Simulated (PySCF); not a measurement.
Dipole moment and polarisability of pyrazolidine

Compound: pyrazolidine, C₃H₈N₂.
Structure used (GFN2-xTB), in Å, numbered top down from 1:
```xyz
13
C3H8N2 angstrom
C      0.159    1.021   -0.144
C      1.177   -0.067    0.264
N      0.504   -1.352    0.057
N     -0.881   -1.113    0.265
C     -1.156    0.220   -0.279
H      0.432    1.491   -1.088
H      0.081    1.796    0.616
H      2.106   -0.025   -0.303
H      1.414    0.011    1.330
H      0.604   -1.643   -0.914
H     -1.027   -1.112    1.274
H     -1.995    0.681    0.238
H     -1.423    0.094   -1.333
```

Level: B3LYP/def2-SVPD (PySCF), static field, nuclei fixed, core orbitals frozen in the response. The polarisability tensor in these axes (au):

```
x   55.50 -0.30  0.20
y   -0.30 53.31 -0.79
z    0.20 -0.79 47.80
```

Problem. Give the principal values, the mean and the anisotropy Δα = √{½[(α1 − α2)² + (α2 − α3)² + (α1 − α3)²]}.

Solution. Principal values 47.69, 53.38 and 55.55 au; mean 52.21 au = 7.74 Å³ = 8.61 × 10⁻⁴⁰ C²·m²/J; Δα = 7.03 au (13 % of the mean).

Problem. What is the dipole moment, and where does it point?

Solution. (0.30, 1.94, -0.25) D, 1.98 D in size, pointing from the negative to the positive side. Measured along this direction, the outermost atoms are H11 and H10 at the negative end and H7 and H6 at the positive end.

Problem. What are the principal values of the traceless quadrupole moment, Θ = ½Σq(3rr − r²1), about the centre of nuclear charge?

Solution. -5.86, -1.30, 7.16 D·Å. The values depend on the origin, since the dipole doesn't vanish. The electronic extent ⟨r²⟩ about the same centre is 369 bohr², a root-mean-square distance of 1.61 Å for the 40 electrons.

Problem. Directions of the eigenvectors, and the extent of the frame along each?

Solution. Largest value along (0.99, -0.15, 0.04), where the nuclei span 4.13 Å; middle along (0.15, 0.98, -0.13), 3.10 Å; least along (-0.02, 0.14, 0.99), 2.57 Å. The response follows the extents in order.

Problem. Refractivity n − 1 of an ideal gas of it at 298.15 K and 1 atm, from the electronic α?

Solution. N = p/kT = 2.4615 × 10¹⁹ cm⁻³, so n − 1 = 2π × N × 7.74 × 10⁻²⁴ cm³ = 1196 × 10⁻⁶ at long wavelengths.

Problem. Sum over states: ᾱ = Σ f/ω², ω in Eh. What share falls to these 8 lowest TDDFT singlets (eV, f)? 5.95, 0.0117; 6.02, 0.0155; 6.83, 0.0006; 6.93, 0.0572; 7.13, 0.0031; 7.15, 0.0148; 7.24, 0.0051; 7.31, 0.0317.

Solution. They add up to 2.22 au, 4.3 % of the 52.21 au; the largest single term is 0.88 au, from the state at 6.93 eV. Terms in order: 0.24, 0.32, 0.01, 0.88, 0.04, 0.21, 0.07, 0.44 au. Higher excitations give the rest. The strengths listed sum to 0.140.

Isolated species at its GFN2-xTB geometry (one conformer only).
